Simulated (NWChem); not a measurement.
# Correlation energy of difluoromethane (CH2F2)

```
C
F 1 1.3440
F 1 1.3440 2 109.24
H 1 1.1045 2 108.98 3 -118.98
H 1 1.1045 4 111.63 2 120.43
```
Charge 0, spin multiplicity 1.

All runs are NWChem calculations. The geometry was optimised at PBE0/def2-SVP, a minimum by its harmonic frequencies.

Basis set: def2-SVP. Each correlation energy counts from its own Hartree-Fock reference.

```csv
method,correlation energy (mHa),difference from CCSD(T)
CCSD+T(CCSD),-535.0,-1.0
CR-CCSD(T),-532.2,+1.7
SCS-MP2,-493.1,+40.8
CR-CCSD[T],-533.0,+0.9
MP2,-506.2,+27.7
CCSD(T),-533.9,0.0
CCSD,-524.8,+9.2
```

The values span 41.9 mHa, from CCSD+T(CCSD) (lowest) to SCS-MP2 (highest). 

The correlated methods keep 3 core orbitals frozen. Differences from the coupled-cluster row are differences between methods, not errors against experiment.
